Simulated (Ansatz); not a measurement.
# AlP+ (quartet): wave-function methods side by side, def2-TZVPP

The task here is to estimate one member of a computed series from the others.

Computed with Ansatz 0.2.0, Gaussian basis. Level: def2-TZVPP, core rule «outside noble gas», up to 10 orbitals frozen.

To be run: UHF; ROHF; CCSD(T) on UHF.

2 further runs of the same task are left out: 2 set aside as unsound or not needed.

## The geometry

The geometry is a PBE0/def2-TZVP stationary point (not a proven minimum) of the parent state, kept for this charge and spin.

2 atoms, charge 1, spin multiplicity 4.

Atoms are counted from 1 here; the program's logs count them from 0.

Bond lengths: Al1–P2 2.208 Å.

As a file:

```xyz
2

Al    0.0000    0.0000    0.0000
P     0.0000    0.0000    2.2080
```

The first run:

The input, in.yaml:

```yaml
crystal:
  periodic: [false, false, false]
  atoms:
    - {symbol: Al, position_ang: [0.000000, 0.000000, 0.000000]}
    - {symbol: P, position_ang: [0.000000, 0.000000, 2.208000]}
basis:
  gaussian: {orbitals: def2-TZVPP}
total_charge: 1
magnetization: {spin_polarized: true, initial_magnetization: 3}
hamiltonian: {xc: hf}
output: {orbitals: {seedname: orbitals}}
```

Command:

```console
> ansatz run in.yaml --threads 1 --pin off --events-out ev --progress --plain --max-ram 4096MiB --backend cpu
```

Among the steps run: UHF; ROHF; CCSD(T) on UHF.

One table of the session follows, with a row left open; its other results are not shown here.

```
  method  from UCCSD(T) (meV)
    ROHF                    ?
     UHF              +4317.9
    UMP2               +952.1
   UCCSD               +210.1
UCCSD(T)                    0
```

Q: Estimate the row for ROHF from the others.

**Answer.** from UCCSD(T) (meV): +4502.9. In the column «from UCCSD(T) (meV)» it is the highest.
